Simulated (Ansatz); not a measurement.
**NH, triplet: reading a ladder of total energies**

Geometry: that of the NH⁻, doublet, kept fixed.

```xyz
2

N     0.0000    0.0000    0.0000
H     0.0000    0.0000    1.0366
```

Basis aug-cc-pVTZ; Ansatz 0.2.0. Correlated methods freeze the noble-gas cores, which leaves 6 electrons in 68 orbitals. Prefix R: restricted or restricted open-shell reference; prefix U: unrestricted.

Full CI isn't at hand for all of this; UCCSDT(Q) serves as the reference, and is uncertain by about the last step of the cluster series.

Runs differ by some tens of microhartree through their thresholds and, for an open shell, their frozen cores, so steps under 0.03 kcal/mol mean nothing.

```
    level  total energy (hartree)
      UHF              -54.982547
     UMP2              -55.122059
    UCCSD              -55.140912
 UCCSD(T)              -55.145118
   UCCSDT              -55.145622
UCCSDT(Q)              -55.145735
```

What is the correlation energy at UCCSDT(Q), and what share of it do UMP2 and UCCSD(T) recover?

E(corr) = -55.145735 − (-54.982547) = -0.163188 hartree = -4.441 eV. UMP2: -0.139512 / -0.163188 = 85.49 %. UCCSD(T): -0.162571 / -0.163188 = 99.62 %.

By how many kcal/mol does UCCSD(T) miss UCCSDT(Q) (1 hartree = 627.509 kcal/mol), and which steps make up the rest?

-55.145118 − (-55.145735) = 0.000617 hartree = 0.39 kcal/mol. Steps: UCCSDT − UCCSD(T) = -0.32, UCCSDT(Q) − UCCSDT = -0.07 kcal/mol. That is within 1 kcal/mol of the reference in this basis, which itself misses far more of the correlation at the basis-set limit.
